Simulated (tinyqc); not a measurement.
Worked calculation: MP2 on RHF in the sto-3g basis, for OH-, spin multiplicity 1. The basis has no diffuse functions, so it cannot describe the extra electron: this is an exercise in the method, not the real anion. One step of it, computed by the program tinyqc.

Task: Second-order Moller-Plesset energy. E2 = sum_ijab (ia|jb) [2 (ia|jb) - (ib|ja)] / (e_i + e_j - e_a - e_b) over occupied i, j and virtual a, b; the opposite-spin part is (ia|jb)^2 / denominator, the rest is same-spin, and SCS-MP2 scales them by 6/5 and 1/3.

orbital energies (hartree): MO1 -19.385143, MO2 -0.589598, MO3 0.072359, MO4 0.247820, MO5 0.247820, MO6 1.223315

Two-electron integrals over orbitals (pq|rs), unique and non-zero (hartree):
```
(11|11) 4.745391    (21|11) -0.426179   (21|21) 0.060180    (22|11) 1.007771
(22|21) -0.015041   (22|22) 0.724397    (31|11) 0.199814    (31|21) -0.027047
(31|22) 0.012718    (31|31) 0.022068    (32|11) -0.190612   (32|21) 0.008863
(32|22) -0.024056   (32|31) 0.010748    (32|32) 0.149331    (33|11) 0.829739
(33|21) -0.008995   (33|22) 0.640002    (33|31) -0.002750   (33|32) -0.027670
(33|33) 0.662263    (41|41) 0.026019    (42|41) 0.032857    (42|42) 0.146587
(43|41) -0.014306   (43|42) -0.053345   (43|43) 0.046752    (44|11) 1.115333
(44|21) -0.012381   (44|22) 0.748013    (44|31) 0.005772    (44|32) -0.101431
(44|33) 0.639062    (44|44) 0.880159    (51|51) 0.026019    (52|51) 0.032857
(52|52) 0.146587    (53|51) -0.014306   (53|52) -0.053345   (53|53) 0.046752
(54|54) 0.047444    (55|11) 1.115333    (55|21) -0.012381   (55|22) 0.748013
(55|31) 0.005772    (55|32) -0.101431   (55|33) 0.639062    (55|44) 0.785270
(55|55) 0.880159    (61|11) 0.160843    (61|21) -0.024726   (61|22) -0.001683
(61|31) -0.002885   (61|32) -0.023200   (61|33) 0.012885    (61|44) 0.004315
(61|55) 0.004315    (61|61) 0.029994    (62|11) -0.224565   (62|21) 0.004594
(62|22) -0.110558   (62|31) -0.017416   (62|32) -0.019591   (62|33) -0.010630
(62|44) -0.118703   (62|55) -0.118703   (62|61) 0.018660    (62|62) 0.108912
(63|11) -0.271395   (63|21) 0.004434    (63|22) -0.097142   (63|31) 0.004074
(63|32) 0.119855    (63|33) -0.059612   (63|44) -0.150353   (63|55) -0.150353
(63|61) -0.010520   (63|62) 0.041940    (63|63) 0.160115    (64|41) -0.010627
(64|42) -0.042183   (64|43) -0.007331   (64|64) 0.038562    (65|51) -0.010627
(65|52) -0.042183   (65|53) -0.007331   (65|65) 0.038562    (66|11) 0.944216
(66|21) -0.010694   (66|22) 0.683497    (66|31) 0.015663    (66|32) 0.033317
(66|33) 0.645357    (66|44) 0.665425    (66|55) 0.665425    (66|61) -0.010666
(66|62) -0.087522   (66|63) -0.038537   (66|66) 0.722616
```

Hartree-Fock energy = -74.06026072 hartree

Give: Terms; Pair energies; MP2 correlation energy; SCS-MP2 correlation energy; MP2 total energy.

Result:

Terms:
```
i  j  a  b  (ia|jb)  (ib|ja)  denominator       term
3  3  6  6   0.1601   0.1601      -2.3019    -0.0111
2  2  6  6   0.1089   0.1089      -3.6258    -0.0033
5  5  6  6   0.0386   0.0386      -1.9510    -0.0008
4  4  6  6   0.0386   0.0386      -1.9510    -0.0008
2  3  6  6   0.0419   0.0419      -2.9639    -0.0006
3  2  6  6   0.0419   0.0419      -2.9639    -0.0006
1  1  6  6   0.0300   0.0300     -41.2169  -2.18e-05
2  1  6  6   0.0187   0.0187     -22.4214  -1.55e-05
1  2  6  6   0.0187   0.0187     -22.4214  -1.55e-05
3  1  6  6  -0.0105  -0.0105     -21.7594  -5.09e-06
1  3  6  6  -0.0105  -0.0105     -21.7594  -5.09e-06
```

Pair energies (hartree; pair i-j sums ij and ji):
```
pair  opposite spin  same spin
1-1       -2.18e-05     0.0000
2-1       -3.11e-05     0.0000
2-2         -0.0033     0.0000
3-1       -1.02e-05     0.0000
3-2         -0.0012     0.0000
3-3         -0.0111     0.0000
4-4         -0.0008     0.0000
5-5         -0.0008     0.0000
```

MP2 correlation energy = -0.017183 hartree

SCS-MP2 correlation energy = -0.020620 hartree

MP2 total energy = -74.077444 hartree
